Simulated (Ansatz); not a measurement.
Other spins and charges of AlCCl, triplet at one geometry

Geometry (PBE0/def2-TZVP stationary point for this spin, not checked as a minimum):

```xyz
3

Al    0.0000    0.0000    1.8452
C     0.0000    0.0000   -0.0999
Cl    0.0000    0.0000   -1.7453
```

Basis cc-pVDZ; Ansatz 0.2.0. Only valence electrons are correlated (noble-gas cores frozen). R marks a restricted (for open shells ROHF) determinant, U an unrestricted one. Active spaces: valence = (12e, 11o, short of the full valence) chosen from the atoms' valence shells.

Gaps are energies of the second state less the first, at fixed atoms, for a selection of the levels run; each method lands on the state that its own search finds for that charge and spin.

HF rows are the lowest solutions found. Coupled cluster chose its determinant by trial CCSD, here up to 0.37 eV above the lowest Hartree–Fock solution of its kind, and MP2 stands on that determinant too. For open shells CISD is restricted-active-space CI with the open shells as a complete middle space.

Removing an electron, to the doublet: 8.289 eV at UCCSDT(Q).

```json
{"level": "RHF", "gap (eV)": "8.338", "error (meV)": "49"}
{"level": "RMP2", "gap (eV)": "8.448", "error (meV)": "159"}
{"level": "CISD", "gap (eV)": "8.413", "error (meV)": "124"}
{"level": "RCCSD", "gap (eV)": "8.383", "error (meV)": "94"}
{"level": "UCCSD", "gap (eV)": "8.385", "error (meV)": "96"}
{"level": "RCCSD(T)", "gap (eV)": "8.300", "error (meV)": "11"}
{"level": "RCCSDT(Q)", "gap (eV)": "8.297", "error (meV)": "8"}
{"level": "CASSCF (valence space)", "gap (eV)": "7.472", "error (meV)": "-817"}
{"level": "MRCISD (valence space)", "gap (eV)": "8.143", "error (meV)": "-146"}
{"level": "MRCISD+Q (valence space)", "gap (eV)": "8.268", "error (meV)": "-21"}
```

**Question.** PBE gives 8.359 eV for removing an electron, to the quartet. Estimate what UCCSDT(Q) gives in cc-pVDZ.

**Answer.** UCCSDT(Q) in cc-pVDZ gives 8.309 eV, so against it PBE is off by 0.050 eV.

```tsv
level	gap (eV)	error (meV)
RMP2	8.082	-227
CISD	8.117	-192
RCCSD(T)	8.317	8
UCCSD(T)	8.321	12
BCCD(T)	8.324	15
CASSCF (valence space)	7.361	-948
MRCISD (valence space)	8.137	-172
wB97X-V	8.590	281
wB97M-V	8.607	298
B2PLYP	8.379	70
```

Quintet less triplet: 2.939 eV at UCCSDT(Q).

```json
{"level": "RHF", "gap (eV)": "2.070", "error (meV)": "-869"}
{"level": "UHF", "gap (eV)": "2.031", "error (meV)": "-908"}
{"level": "RMP2", "gap (eV)": "2.675", "error (meV)": "-264"}
{"level": "UMP2", "gap (eV)": "2.688", "error (meV)": "-251"}
{"level": "CISD", "gap (eV)": "2.627", "error (meV)": "-312"}
{"level": "RCCSD", "gap (eV)": "2.899", "error (meV)": "-40"}
{"level": "UCCSD", "gap (eV)": "2.897", "error (meV)": "-42"}
{"level": "RCCSD(T)", "gap (eV)": "2.929", "error (meV)": "-10"}
{"level": "UCCSD(T)", "gap (eV)": "2.930", "error (meV)": "-9"}
{"level": "BCCD(T)", "gap (eV)": "2.933", "error (meV)": "-6"}
{"level": "RCCSDT", "gap (eV)": "2.937", "error (meV)": "-2"}
{"level": "UCCSDT", "gap (eV)": "2.937", "error (meV)": "-2"}
{"level": "RCCSDT(Q)", "gap (eV)": "2.940", "error (meV)": "1"}
{"level": "CASSCF (valence space)", "gap (eV)": "2.555", "error (meV)": "-384"}
{"level": "NEVPT2 (valence space)", "gap (eV)": "2.896", "error (meV)": "-43"}
{"level": "MRCISD (valence space)", "gap (eV)": "2.867", "error (meV)": "-72"}
{"level": "MRCISD+Q (valence space)", "gap (eV)": "2.926", "error (meV)": "-13"}
{"level": "PBE", "gap (eV)": "2.949", "error (meV)": "10"}
{"level": "r2SCAN", "gap (eV)": "2.679", "error (meV)": "-260"}
{"level": "PBE0", "gap (eV)": "2.847", "error (meV)": "-92"}
{"level": "B3LYP", "gap (eV)": "3.119", "error (meV)": "180"}
{"level": "wB97M-V", "gap (eV)": "3.378", "error (meV)": "439"}
{"level": "B2PLYP", "gap (eV)": "3.033", "error (meV)": "94"}
{"level": "RPA-PBE", "gap (eV)": "2.994", "error (meV)": "55"}
```

In so small a basis the reference is far from its limit while semilocal and hybrid functionals are nearer theirs (RPA and double hybrids share much of the reference's basis error), so the functionals' errors here hold much of the reference's basis and frozen-core error, which can add to them or hide them.

Full CI isn't at hand for all of this; UCCSDT(Q) serves as the reference, and is uncertain by about the last step of the cluster series. The frozen core follows each run's orbitals, which can shift R against U totals by a few meV.
